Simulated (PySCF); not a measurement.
## Which proton of allyl methyl ether is most acidic?

System: allyl methyl ether, `C=CCOC` (C4H8O). Atom numbers as in the mapped SMILES `[CH2:1]=[CH:2][CH2:3][O:4][CH3:5]`.

Computed at ωB97X-D3(BJ)/ma-def2-TZVP // PBE0-D3(BJ)/ma-def2-SVP with PySCF (density fitting, grid level 2). Thermal corrections: PBE0-D3(BJ)/ma-def2-SVP frequencies, unscaled, ideal gas at 298.15 K and 1 bar, quasi-RRHO entropy.

```
               site     product  ΔH(acid) / kJ/mol  ΔG(acid) / kJ/mol  gas share  above best in water / kJ/mol
C3 (allylic carbon)  C=C[CH-]OC               1643               1608   > 99.9 %                           0.0
 C2 (alkene carbon)   C=[C-]COC               1680               1648    < 0.1 %                          30.6
 C1 (alkene carbon)  [CH-]=CCOC               1684               1652    < 0.1 %                          26.2
```

ΔH and ΔG refer to AH → A⁻ + H⁺ in the gas phase. Shares are Boltzmann weights among the listed products; an error of 10 kJ/mol changes a ratio about 56-fold. Sites whose products fell apart, merged with another or lost in a GFN2-xTB screen aren't listed. Values in solvent are IEF-PCM free energies relative to the most favourable product.

Among these, C3 (allylic carbon) wins by 40 kJ/mol in gas-phase free energy over C2.

In water the product from C3 is solvated 230 kJ/mol more strongly than the parent (electrostatics only).

Vertical detachment energies of the anions: `C=C[CH-]OC` 0.40 eV, `C=[C-]COC` 1.48 eV.

Measured values (NIST Chemistry WebBook, evaluated or the median of agreeing entries): deprotonation enthalpy (ΔH) 1626 kJ/mol (computed 1643, difference 16); gas-phase acidity (ΔG) 1598 kJ/mol (computed 1608, difference 10). These are compared with the most favourable site that keeps the skeleton.

Note: the order of C2 and C1 is undecided: the gaps lie inside the method's error (some 10 kJ/mol, one structure a species); one E/Z form of each vinyl-type anion was tried, and another may lie lower; C5 is not listed: the run failed or kept an imaginary mode, or the ion rearranged or equalled another.

Differences come from unrounded values, so a last digit can differ from that of the printed terms.
